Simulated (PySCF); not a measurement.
Run record: geometry optimisation, `N[SiH2]P`.

Method: PBE0-D3(BJ)/def2-SVP geometry optimisation, gas phase (PySCF 2.14.0). Start geometry: GFN2-xTB. A driver script takes a list of jobs; this job's settings line and coordinates (Å) are shown.

Command:
```bash
OMP_NUM_THREADS=1 python probes_run.py task.json out
```

Input:
```
{"job": {"xc": "PBE0", "basis": "def2-SVP", "d3": "d3bj", "grid": 1, "shake": 0.01, "kind": "geom"}, "charge": 0, "multiplicity": 1}
N     -1.348640     0.699350    -0.074030
Si    -0.233440    -0.466350     0.414150
P      1.531660    -0.063080    -0.894300
H     -1.360810     1.017790    -1.046060
H     -2.299740     0.712620     0.300380
H     -0.017270    -0.235450     1.846380
H     -0.590170    -1.871890     0.201030
H      2.414030    -0.879380    -0.175100
H      1.962190     1.069240    -0.178940
```

Output:
```
step   0  E = -688.66590792  max force = 0.028505
step   1  E = -688.66998509  max force = 0.006251
step   2  E = -688.67018903  max force = 0.000609
step   3  E = -688.67025185  max force = 0.001443
step   4  E = -688.67033665  max force = 0.002251
step   5  E = -688.67040696  max force = 0.001930
step   6  E = -688.67045115  max force = 0.000820
step   7  E = -688.67046439  max force = 0.000162
optimisation converged
```

Energies in Eh; «max force» is the largest Cartesian gradient component in Eh/bohr.

**Question.** How much energy does the optimisation release, in kJ/mol?

**Answer.** E(step 0) − E(last step) = 0.004556 Eh, which is 12.0 kJ/mol.

**Question.** Give the first gradient maximum in eV/Å.

**Answer.** With 1 Eh/bohr = 51.422 eV/Å, 1.466 eV/Å.

Main results: final energy -688.67046 Eh after 7 steps; dipole 1.42 D.

**Question.** How long does this job take on one thread of an Arm Neoverse V1 (shared host)? And the peak memory of the process?

**Answer.** About 16 s, with 0.34 GiB resident at the peak, the Python interpreter and its libraries included.
Labels such as C1 count atoms from 1, the log's own numbers from 0.
